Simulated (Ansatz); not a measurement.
Ansatz (a quantum-chemistry and plane-wave program) input (CCSD(T)/cc-pVQZ):

Ansatz 0.2 input:
```yaml
crystal:
  periodic: [false, false, false]
  atoms:
    - {symbol: O, position_ang: [-0.00243054, 0.00011527, 0.11558805]}
    - {symbol: H, position_ang: [0.00282272, 0.82504889, -0.46332048]}
    - {symbol: H, position_ang: [0.01662162, -0.82597103, -0.46138388]}
basis:
  gaussian:
    orbitals: cc-pVQZ
total_charge: 1
magnetization: {spin_polarized: true, initial_magnetization: 1}
correlation: {method: ccsd_t, frozen_orbitals: {H: 0, O: 0}}
```

Output:

```
Functional definition: HF
integrals: 0.26 GiB planned
687 factors; integrals over basis functions are off by at most 5.8e-4 eV
mean field: 0.22 GiB planned
mean field evaluation 1: about -2056.4242 eV, gradient 2.9e1 eV
mean field evaluation 2: about -2056.4243 eV, gradient 2.9e1 eV
mean field evaluation 4: about -2058.8890 eV, gradient 1.3e0 eV
mean field evaluation 8: about -2058.9008 eV, gradient 2.2e-4 eV
mean field evaluation 16: about -2058.8997 eV, gradient 3.0e-1 eV
mean field evaluation 32: about -2056.4459 eV, gradient 1.3e1 eV
mean field -2058.90075697 eV, -75.6632072455 hartree, gradient 7.7e-7 eV, S^2 0.758119; 1 other end points of the search recorded, 0 dependent functions left out
determinant -2058.90075697 eV, -75.6632072455 hartree, with singles and doubles -2066.02537313 eV, -75.9250320604 hartree
determinant -2056.93075928 eV, -75.5908111659 hartree, with singles and doubles -2064.06803673 eV, -75.8531012741 hartree
reference -2058.90075697 eV, -75.6632072455 hartree; 5, 4 occupied and 110, 111 virtual orbitals, 687 factors
second order -6.66734772 eV of doubles, -0.00000000 eV of singles
coupled cluster: 0.69 GiB planned
cycle   1  -7.03546788 eV  change    -1.5e0 eV  update   1.4e-2
cycle   2  -7.05710023 eV  change   -2.2e-2 eV  update   3.2e-3
cycle   3  -7.05778204 eV  change   -6.8e-4 eV  update   1.3e-3
cycle   4  -7.05779369 eV  change   -1.2e-5 eV  update   4.0e-4
cycle   5  -7.05796922 eV  change   -1.8e-4 eV  update   1.3e-4
cycle   6  -7.05799866 eV  change   -2.9e-5 eV  update   3.6e-5
cycle   7  -7.05801999 eV  change   -2.1e-5 eV  update   1.1e-5
cycle   8  -7.05802348 eV  change   -3.5e-6 eV  update   3.5e-6
perturbative correction -0.16114521 eV, -0.0059219771 hartree
Total energy: -2066.11992565 eV, -75.9285068014 hartree
```
